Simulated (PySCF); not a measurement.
Compound: C4H7F2 (doublet state).
Geometry (GFN2-xTB, Å), atoms numbered from 1 in this order:
```xyz
13
C4H7F2 angstrom
C     -1.7020    0.2333    0.5118
C     -0.1860    0.3366    0.5790
C      0.4690   -0.4465   -0.5832
C      1.9447   -0.3697   -0.5529
F      2.5246    0.8190   -0.7864
F      2.5928   -0.9785    0.4538
H     -2.1502    0.7879    1.3329
H     -2.0204   -0.8042    0.5842
H     -2.0743    0.6443   -0.4238
H      0.1740   -0.0691    1.5261
H      0.1198    1.3824    0.5176
H      0.1241   -0.0383   -1.5345
H      0.1795   -1.4966   -0.5211
```

The hyperfine couplings belong to this conformer and change with its torsions.

Identity: `CCC[C](F)F` [radical].

Method used: UKS B3LYP, pcH-1 on C F H, non-relativistic, mean-field spin-orbit, GIAO in PySCF 2.14.0. Geometry: GFN2-xTB, one conformer, isolated molecule. The geometry wasn't refined by DFT: couplings that depend on bond lengths, twists or pyramidal angles can differ widely from those at the functional's own minimum. No stability test was run, so a lower SCF solution isn't excluded.

Give the principal g shifts and their parts.

```csv
Δg (ppm),1,2,3
relativistic mass correction,-249,-249,-249
gauge correction,12,-16,-12
orbital Zeeman/spin–orbit,-207,2512,2818
total,-444,2248,2557
```

So g = 2.00188, 2.00457, 2.00488 and g_iso = 2.00377; the tensor is close to axial: the two nearest values differ by 10 % of g3 − g1. 

What effective moment and Curie constant follow for a powder?

With the mean of g² = 4.0151 and S(S+1) = 0.75: μ_eff = √(⟨g²⟩S(S+1)) = 1.735 μB and χT = 0.12505·⟨g²⟩·S(S+1) = 0.377 cm³ K/mol (cgs; spin-Hamiltonian part alone).

At 9.383 GHz, how far is the centre of the isotropic spectrum from where a free electron (g = 2.002319) resonates?

B = hν/(g μB) with μB/h = 13.99624 MHz/mT gives 334.81 mT for the free electron and 334.57 mT at g_iso, 0.24 mT lower.

In a frozen sample, at which fields do the three g values resonate at 9.5, 34, 94 and 263 GHz (hyperfine left aside), and which band first spreads them over more than twice a line width of 0.3 mT?

```
band    GHz  B(g3) mT  B(g2) mT  B(g1) mT  spread mT
   X    9.5    338.55    338.60    339.06       0.51
   Q   34.0   1211.66   1211.84   1213.47       1.82
   W   94.0   3349.88   3350.39   3354.90       5.02
   J  263.0   9372.52   9373.97   9386.57      14.05
```

The spread grows in proportion to the frequency. Q band is the first where it exceeds 0.6 mT.

The largest Mulliken spin population is on C4 (+0.86). The angles at C4 add up to 345.4°, so it is pyramidal.

The HOMO–LUMO gaps are 6.73 eV among the α and 8.27 eV among the β orbitals.
